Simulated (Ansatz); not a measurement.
# AlBH₂+ (doublet): the correlation ladder, cc-pVDZ

How much of the correlation energy of AlBH₂+ (doublet) does each wave-function method recover here?

Program: Ansatz 0.2.0, Gaussian basis. Level of theory: cc-pVDZ, correlated electrons: outside noble gas. These are calculated values, not measurements.

Plan: UHF; CCSD(T) on ROHF; CCSD(T) on UHF; BCCD(T) on ROHF; CISD; CCSDT(Q) on ROHF; CCSDT(Q) on UHF; CISDTQ; CCSDTQ on ROHF; CCSDTQ on UHF.

**1. What is computed**

The geometry is a PBE0/def2-TZVP stationary point (not a proven minimum) of the parent state, kept for this charge and spin.

4 atoms, charge 1, spin multiplicity 2.

Atoms are counted from 1 here; the program's logs count them from 0.

Bond lengths: B1–Al2 1.909 Å, B1–H3 1.183 Å, Al2–H4 1.571 Å. Angles: Al2–B1–H3 180.0°, B1–Al2–H4 180.0°.

In the tables R marks a restricted open-shell determinant and U an unrestricted one; correlation energies count from the lowest restricted Hartree-Fock solution.

**2. UHF**

in.yaml reads:

```yaml
crystal:
  periodic: [false, false, false]
  atoms:
    - {symbol: B, position_ang: [0.000000, 0.000000, 1.051329]}
    - {symbol: Al, position_ang: [0.000000, 0.000000, -0.857484]}
    - {symbol: H, position_ang: [0.000000, 0.000000, 2.234417]}
    - {symbol: H, position_ang: [0.000000, 0.000000, -2.428262]}
basis:
  gaussian: {orbitals: cc-pVDZ}
total_charge: 1
magnetization: {spin_polarized: true, initial_magnetization: 1}
hamiltonian: {xc: hf}
output: {orbitals: {seedname: orbitals}}
```

Run with:

```console
$ ansatz run in.yaml --threads 1 --pin off --events-out ev --progress --plain --max-ram 2816MiB --backend cpu
```

After this run come: CCSD(T) on ROHF; CCSD(T) on UHF; BCCD(T) on ROHF; CISD; CCSDT(Q) on ROHF; CCSDT(Q) on UHF; CISDTQ; CCSDTQ on ROHF; CCSDTQ on UHF.

Before running them: what should the planned runs give, taken together? Wanted: correlation energy, UCCSDTQ; RMP2 from UCCSDTQ; UMP2 from UCCSDTQ; RCCSD from UCCSDTQ; RCCSD(T) from UCCSDTQ; UCCSD(T) from UCCSDTQ; RCCSDT(Q) from UCCSDTQ; UCCSDT(Q) from UCCSDTQ; T1 diagnostic.

The runs gave:

```
                                      quantity                                                                               value
                   correlation energy, UCCSDTQ                                                                          -3.6091 eV
                             RMP2 from UCCSDTQ                                                                        +88.5 kJ/mol
                             UMP2 from UCCSDTQ                                                                        +88.7 kJ/mol
                            RCCSD from UCCSDTQ                                                                         +9.4 kJ/mol
                         RCCSD(T) from UCCSDTQ                                                                         +2.6 kJ/mol
                         UCCSD(T) from UCCSDTQ                                                                         +2.5 kJ/mol
                        RCCSDT(Q) from UCCSDTQ                                                                         +0.1 kJ/mol
                        UCCSDT(Q) from UCCSDTQ                                                                         +0.1 kJ/mol
levels of the table within 1 kcal/mol (43 meV)  RCCSD(T), UCCSD(T), BCCD(T), RCCSDT, UCCSDT, CISDTQ, RCCSDT(Q), UCCSDT(Q), RCCSDTQ
                                 T1 diagnostic                                                                               0.016
```

**Reading.** RCCSD(T) lands +2.6 kJ/mol from the yardstick (0.7 % of the correlation energy). These misses are within one basis, not against nature; the frozen cores of restricted and unrestricted runs differ, which can shift their rows.
